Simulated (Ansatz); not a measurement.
A made-up structure of AlSiNH3, doublet:

```
6
angstrom
Al -1.8590 -0.9011 -0.3305
N -0.3002 -0.1850 0.0049
Si 1.1242 0.3159 0.4680
H -2.7147 -0.3764 -1.5825
H 0.0215 0.7699 0.1630
H 1.3445 1.4216 1.4332
```

It is relaxed with PBE-D4/def2-SVP and then PBE0-D4/def2-TZVP (Ansatz 0.2.0). Atoms count as bonded within 1.22 times the sum of their covalent radii (H–H: 0.88 Å). The end point is not checked to be a true minimum.

(1) Does its bonding change? (Judge from chemistry; the calculation decides.)

Answers

(1) Computed: Yes. Formed: none; broken: Si3–H5.

Where it ends: The first stage lowers the energy by 5.09 eV in 13 steps. It ends as AlSiNH₃ ([AlH][NH][SiH]):
Al1  (-1.402, -1.022, -0.626)
N2  (-0.344, 0.279, 0.065)
Si3  (1.135, -0.173, 0.822)
H4  (-2.765, -0.533, -1.319)
H5  (-0.615, 1.255, 0.009)
H6  (1.607, 1.238, 1.205)
(Å)

Labels in which every atom is bracketed show which atoms are joined, not bond orders.

For scale, one of the runs: PBE0-D4/def2-TZVP relaxation, 123 basis functions, launched by `ansatz run in.yaml --threads 2 --pin off --events-out ev --progress --plain --max-ram 4352MiB`. The run took about 19 s on 2 CPU threads of an Arm Neoverse V2 (shared host).
